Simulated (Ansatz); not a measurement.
# doublet C5H10O+: levels of theory compared

Wanted: a comparison of 6 runs (UHF/STO-3G, UHF/3-21G, UHF/6-31G*, UB3LYP/6-31G*, UCCSD/6-31G*) of doublet C5H10O+. 

The calculation is run with Ansatz 0.2.0.

10 further runs of the same task are left out: 10 set aside as unsound or not needed.

**1. The structure to begin with**

C5H10O+: 16 atoms, total charge +1, spin state doublet. As SMILES of the parent species, `C1CCOCC1`. The coordinates come from a PBE0-D4/def2-TZVP relaxation. This is one conformer, not always the lowest. That shape belongs to the parent species and isn't relaxed for this state.

Bond lengths: C1–C2 1.523 Å, C2–C3 1.518 Å, C3–O4 1.409 Å, O4–C5 1.409 Å, C1–C6 1.523 Å, C5–C6 1.518 Å, C1–H7 1.097 Å, C1–H8 1.093 Å, C2–H9 1.094 Å, C2–H10 1.095 Å, C3–H11 1.103 Å, C3–H12 1.092 Å, C5–H13 1.103 Å, C5–H14 1.092 Å, C6–H15 1.094 Å, C6–H16 1.095 Å. Some angles: C1–C2–C3 110.1°, C2–C1–C6 109.9°, C2–C3–O4 111.9°, C3–O4–C5 111.9°, O4–C5–C6 111.9°, C1–C6–C5 110.1°, C1–C2–H9 111.1°, C1–C2–H10 109.8°, C3–C2–H9 109.6°, C3–C2–H10 108.8°.

**2. A single-point energy at UHF/STO-3G (run 1)**

File input.yaml:

```yaml
crystal:
  periodic: [false, false, false]
  atoms:
    - {symbol: C, position_ang: [-0.135890, 0.977550, 0.755900]}
    - {symbol: C, position_ang: [-1.307710, 0.402510, -0.028210]}
    - {symbol: C, position_ang: [-1.037740, -1.048650, -0.381040]}
    - {symbol: O, position_ang: [0.169440, -1.202150, -1.092230]}
    - {symbol: C, position_ang: [1.278580, -0.752330, -0.347840]}
    - {symbol: C, position_ang: [1.164570, 0.718780, 0.007220]}
    - {symbol: H, position_ang: [-0.088090, 0.493660, 1.739630]}
    - {symbol: H, position_ang: [-0.275260, 2.046560, 0.938130]}
    - {symbol: H, position_ang: [-2.238200, 0.474570, 0.543310]}
    - {symbol: H, position_ang: [-1.449450, 0.969920, -0.954400]}
    - {symbol: H, position_ang: [-1.003230, -1.654520, 0.540250]}
    - {symbol: H, position_ang: [-1.823930, -1.456200, -1.019980]}
    - {symbol: H, position_ang: [1.371700, -1.350700, 0.574290]}
    - {symbol: H, position_ang: [2.159730, -0.946580, -0.962880]}
    - {symbol: H, position_ang: [2.030470, 1.020640, 0.604490]}
    - {symbol: H, position_ang: [1.185000, 1.306940, -0.916650]}
basis:
  gaussian:
    orbitals: STO-3G
accuracy: high
output: {orbitals: {seedname: orbitals}}
total_charge: 1
hamiltonian:
  xc: hf
magnetization:
  spin_polarized: true
  initial_magnetization: 1
```

The run is started by

```bash
$ ansatz run input.yaml --threads 4 --pin off --max-ram 12180MiB --events-out events.jsonl --progress --plain --runs-dir runs
```

The log of the run:

```text
Warning: RAYON_NUM_THREADS=4 ignored (pool sized by the plan → 4); use --threads N
Functional definition: HF
  name "HF"
  exchange = exact_x
  correlation = 0
933 factors; integrals over basis functions are off by at most 5.1e-9 eV
mean field evaluation 1: about -7248.3605 eV, gradient 1.5e1 eV
mean field evaluation 2: about -7248.8015 eV, gradient 1.5e1 eV
mean field evaluation 4: about -7251.5528 eV, gradient 4.0e0 eV
mean field evaluation 8: about -7252.1149 eV, gradient 3.1e-1 eV
mean field evaluation 16: about -7252.1232 eV, gradient 6.8e-7 eV
mean field -7252.12322627 eV, -266.5106128996 hartree, gradient 1.2e-8 eV, S^2 0.758850; 0 other end points of the search recorded, 0 dependent functions left out
reference -7252.12322627 eV, -266.5106128996 hartree; 24, 23 occupied and 16, 17 virtual orbitals, 933 factors
Total energy: -7252.12322627 eV, -266.5106128996 hartree
```

Wall time 0.34 s (4 threads of Arm Neoverse V1, shared host); peak memory 0.11 GiB.

**3. The energy at UHF/3-21G (run 2)**

File molecule.yaml:

```yaml
crystal:
  periodic: [false, false, false]
  atoms:
    - {symbol: C, position_ang: [-0.135890, 0.977550, 0.755900]}
    - {symbol: C, position_ang: [-1.307710, 0.402510, -0.028210]}
    - {symbol: C, position_ang: [-1.037740, -1.048650, -0.381040]}
    - {symbol: O, position_ang: [0.169440, -1.202150, -1.092230]}
    - {symbol: C, position_ang: [1.278580, -0.752330, -0.347840]}
    - {symbol: C, position_ang: [1.164570, 0.718780, 0.007220]}
    - {symbol: H, position_ang: [-0.088090, 0.493660, 1.739630]}
    - {symbol: H, position_ang: [-0.275260, 2.046560, 0.938130]}
    - {symbol: H, position_ang: [-2.238200, 0.474570, 0.543310]}
    - {symbol: H, position_ang: [-1.449450, 0.969920, -0.954400]}
    - {symbol: H, position_ang: [-1.003230, -1.654520, 0.540250]}
    - {symbol: H, position_ang: [-1.823930, -1.456200, -1.019980]}
    - {symbol: H, position_ang: [1.371700, -1.350700, 0.574290]}
    - {symbol: H, position_ang: [2.159730, -0.946580, -0.962880]}
    - {symbol: H, position_ang: [2.030470, 1.020640, 0.604490]}
    - {symbol: H, position_ang: [1.185000, 1.306940, -0.916650]}
basis:
  gaussian:
    orbitals: 3-21G.json
total_charge: 1
magnetization:
  spin_polarized: true
  initial_magnetization: 1
hamiltonian:
  xc: hf
accuracy: high
output: {orbitals: {seedname: orbitals}}
```

The basis set 3-21G is read from a file made from the Basis Set Exchange's data (not shown).

The run is started by

```bash
$ ansatz run molecule.yaml --threads 4 --pin off --max-ram 12180MiB --events-out events.jsonl --progress --plain --runs-dir runs
```

The log of the run:

```text
Warning: RAYON_NUM_THREADS=4 ignored (pool sized by the plan → 4); use --threads N
[... 4 set-up lines as earlier in the session ...]
1905 factors; integrals over basis functions are off by at most 1.1e-8 eV
mean field evaluation 1: about -7293.8426 eV, gradient 2.3e1 eV
mean field evaluation 2: about -7294.5102 eV, gradient 2.3e1 eV
mean field evaluation 4: about -7297.8638 eV, gradient 3.9e0 eV
mean field evaluation 8: about -7298.5902 eV, gradient 8.0e-1 eV
mean field evaluation 16: about -7298.6058 eV, gradient 3.2e-4 eV
mean field evaluation 32: about -7296.8924 eV, gradient 4.2e0 eV
mean field evaluation 64: about -7297.2069 eV, gradient 3.8e0 eV
mean field -7298.60576204 eV, -268.2188145823 hartree, gradient 1.5e-8 eV, S^2 0.761215; 0 other end points of the search recorded, 0 dependent functions left out
reference -7298.60576204 eV, -268.2188145823 hartree; 24, 23 occupied and 50, 51 virtual orbitals, 1905 factors
Total energy: -7298.60576204 eV, -268.2188145823 hartree
```

Run time: 1.1 s. Hardware: 4 threads of Arm Neoverse V1, shared host; peak memory 0.27 GiB.

Runs 3 to 5 aren't shown in full; the table further down has their settings and results.

**4. A single-point energy at UCCSD/6-31G(d) (spherical functions) (run 6)**

File job.yaml:

```yaml
crystal:
  periodic: [false, false, false]
  atoms:
    - {symbol: C, position_ang: [-0.135890, 0.977550, 0.755900]}
    - {symbol: C, position_ang: [-1.307710, 0.402510, -0.028210]}
    - {symbol: C, position_ang: [-1.037740, -1.048650, -0.381040]}
    - {symbol: O, position_ang: [0.169440, -1.202150, -1.092230]}
    - {symbol: C, position_ang: [1.278580, -0.752330, -0.347840]}
    - {symbol: C, position_ang: [1.164570, 0.718780, 0.007220]}
    - {symbol: H, position_ang: [-0.088090, 0.493660, 1.739630]}
    - {symbol: H, position_ang: [-0.275260, 2.046560, 0.938130]}
    - {symbol: H, position_ang: [-2.238200, 0.474570, 0.543310]}
    - {symbol: H, position_ang: [-1.449450, 0.969920, -0.954400]}
    - {symbol: H, position_ang: [-1.003230, -1.654520, 0.540250]}
    - {symbol: H, position_ang: [-1.823930, -1.456200, -1.019980]}
    - {symbol: H, position_ang: [1.371700, -1.350700, 0.574290]}
    - {symbol: H, position_ang: [2.159730, -0.946580, -0.962880]}
    - {symbol: H, position_ang: [2.030470, 1.020640, 0.604490]}
    - {symbol: H, position_ang: [1.185000, 1.306940, -0.916650]}
basis:
  gaussian: {orbitals: 6-31G_st_-spherical.json}
total_charge: 1
magnetization: {spin_polarized: true, initial_magnetization: 1}
correlation: {method: ccsd, frozen_orbitals: {C: 1, H: 0, O: 1}}
accuracy: high
scf: {omitted_lower_state_checks: [cluster_reference, increment]}
```

The basis set 6-31G* is read from a file made from the Basis Set Exchange's data (not shown).

The run is started by

```bash
$ ansatz run job.yaml --threads 4 --pin off --max-ram 12180MiB --events-out events.jsonl --progress --plain --runs-dir runs
```

The log of the run:

```text
Warning: RAYON_NUM_THREADS=4 ignored (pool sized by the plan → 4); use --threads N
[... 4 set-up lines as earlier in the session ...]
these checks for a lower state are left out or cut short: cluster_reference, increment
2725 factors; integrals over basis functions are off by at most 3.5e-9 eV
mean field evaluation 1: about -7333.5835 eV, gradient 2.7e1 eV
mean field evaluation 2: about -7333.5842 eV, gradient 2.7e1 eV
mean field evaluation 4: about -7338.1471 eV, gradient 4.3e0 eV
mean field evaluation 8: about -7339.0466 eV, gradient 8.4e-1 eV
mean field evaluation 16: about -7339.0689 eV, gradient 1.0e-8 eV
mean field evaluation 32: about -7337.1640 eV, gradient 6.7e0 eV
mean field -7339.06890043 eV, -269.7058074913 hartree, gradient 1.4e-8 eV, S^2 0.763639; 4 other end points of the search recorded, 0 dependent functions left out
6 core orbitals not correlated: weight in the atoms' cores, before any rotation towards them, 1.000 or more for the frozen orbitals, at most 0.000 for the correlated occupied ones
reference -7339.06890043 eV, -269.7058074913 hartree; 18, 17 occupied and 80, 81 virtual orbitals, 2725 factors
second order -21.16049979 eV of doubles, -0.00000000 eV of singles
cycle   1  -22.28094516 eV  change    -1.1e0 eV  update   1.2e-1
cycle   2  -23.00525611 eV  change   -7.2e-1 eV  update   4.1e-2
cycle   3  -23.16420659 eV  change   -1.6e-1 eV  update   3.5e-2
cycle   4  -23.21377378 eV  change   -5.0e-2 eV  update   2.2e-2
cycle   5  -23.22278641 eV  change   -9.0e-3 eV  update   1.4e-2
cycle   6  -23.23008749 eV  change   -7.3e-3 eV  update   7.0e-3
cycle   7  -23.23153726 eV  change   -1.4e-3 eV  update   4.5e-3
cycle   8  -23.23569682 eV  change   -4.2e-3 eV  update   3.2e-3
cycle   9  -23.23661754 eV  change   -9.2e-4 eV  update   1.9e-3
cycle  10  -23.23705150 eV  change   -4.3e-4 eV  update   1.2e-3
cycle  11  -23.23829757 eV  change   -1.2e-3 eV  update   7.3e-4
cycle  12  -23.23812833 eV  change    1.7e-4 eV  update   4.4e-4
cycle  13  -23.23814840 eV  change   -2.0e-5 eV  update   1.8e-4
cycle  14  -23.23804271 eV  change    1.1e-4 eV  update   1.2e-4
cycle  15  -23.23790061 eV  change    1.4e-4 eV  update   6.1e-5
cycle  16  -23.23792250 eV  change   -2.2e-5 eV  update   4.0e-5
cycle  17  -23.23794567 eV  change   -2.3e-5 eV  update   2.2e-5
cycle  18  -23.23794962 eV  change   -4.0e-6 eV  update   9.6e-6
cycle  19  -23.23793800 eV  change    1.2e-5 eV  update   4.2e-6
cycle  20  -23.23793139 eV  change    6.6e-6 eV  update   1.8e-6
cycle  21  -23.23793014 eV  change    1.3e-6 eV  update   7.9e-7
cycle  22  -23.23793041 eV  change   -2.7e-7 eV  update   3.1e-7
cycle  23  -23.23793023 eV  change    1.8e-7 eV  update   1.3e-7
cycle  24  -23.23793016 eV  change    7.2e-8 eV  update   6.4e-8
cycle  25  -23.23793010 eV  change    5.2e-8 eV  update   4.2e-8
cycle  26  -23.23792997 eV  change    1.3e-7 eV  update   1.0e-7
cycle  27  -23.23792993 eV  change    4.4e-8 eV  update   2.9e-8
cycle  28  -23.23792992 eV  change    5.4e-9 eV  update   1.6e-8
cycle  29  -23.23792993 eV  change   -5.8e-9 eV  update   1.1e-8
cycle  30  -23.23792993 eV  change   -4.4e-9 eV  update   6.8e-9
cycle  31  -23.23792993 eV  change    1.8e-9 eV  update   3.2e-9
cycle  32  -23.23792993 eV  change    4.1e-9 eV  update   1.6e-9
cycle  33  -23.23792992 eV  change    2.3e-9 eV  update  8.6e-10
Total energy: -7362.30683036 eV, -270.5597856648 hartree
Checks for a lower state left out: cluster_reference, increment
```

It took 78 s on 4 threads of Arm Neoverse V1, shared host; peak memory 2.1 GiB.

**5. The series**

| run | level | Cartesian functions | frozen core orbitals | energy (Eh) | HOMO energy (eV) | LUMO energy (eV) | ⟨S²⟩ | wall time |
| --- | --- | --- | --- | --- | --- | --- | --- | --- |
| 1 | UHF/STO-3G | no | – | -266.510613 | -17.22 | -3.06 | 0.759 | 0.34 s |
| 2 | UHF/3-21G | no | – | -268.218815 | -17.75 | -5.61 | 0.761 | 1.1 s |
| 3 | UHF/6-31G* (spherical functions) | no | – | -269.705807 | -17.81 | -5.72 | 0.764 | 3.3 s |
| 4 | UB3LYP/6-31G* (spherical functions) | no | – | -271.431724 | -14.24 | -11.52 | 0.753 | 8.4 s |
| 5 | UB3LYP/6-31G* (Cartesian functions) | yes | – | -271.436106 | -14.24 | -11.52 | 0.753 | 8.7 s |
| 6 | UCCSD/6-31G* (spherical functions) | no | 6 | -270.559786 | – | – | 0.764 | 78 s |

**6. What came out**

```
                                          quantity          value
                               run 6: total energy  -270.55979 Eh
run 6: correlation energy (6 core orbitals frozen)     -854.0 mEh
          run 6: ⟨S²⟩ of the reference determinant          0.764
                              run 6: T1 diagnostic          0.030
```

In run 1 the basis is minimal, so the values are rough. All runs together took 1.7 min, the longest 78 s.
